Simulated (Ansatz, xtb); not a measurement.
Isomers of CH3OSi+ in order of energy

4 gas-phase structures of CH3OSi+, found in a search over its isomers (lower ones may exist). Each was relaxed with GFN2-xTB:

A. `C[O+]=[Si]`, a singlet
B. `[CH2+]O[SiH]`, a singlet
C. `C[Si+]=O`, a singlet
D. `C=[Si+]O`, a singlet

Task: Estimate their order in r2SCAN-D4/def2-SVP energy at these geometries, lowest first.

Result: Calculated order at r2SCAN-D4/def2-SVP: A (0.000), C (1.232), B (2.012), D (2.327) eV.

Energies above the lowest of each column, in eV; the last columns are at B3LYP-D3(BJ)/def2-SVP geometries and were run for some of them only (a dash: not run or not comparable):

```csv
structure,GFN2-xTB,HF/STO-3G,r2SCAN-D4/def2-SVP,B3LYP-D3(BJ)/def2-SVP,CCSD(T)/def2-TZVPP
A,0.109,0.000,0.000,0.000,0.000
C,0.000,3.037,1.232,1.524,1.314
B,1.921,2.708,2.012,1.820,2.076
D,1.337,5.536,2.327,–,–
```

CCSD(T)/def2-TZVPP puts A lowest of those it was run on; GFN2-xTB picks C. Flexible structures stand in one conformer each, not always the lowest. Frequencies (B3LYP-D3(BJ)/def2-SVP) were run for A, B, C alone. Large T1 diagnostics make some coupled-cluster values less sure.

Over these structures GFN2-xTB departs from r2SCAN-D4/def2-SVP by 0.560 eV on average once a common shift is removed. A GFN2-xTB relaxation took about 0.058 s and the r2SCAN-D4/def2-SVP energy about 1.4 s on a shared host (Ansatz 0.2.0, xtb 6.7.1).
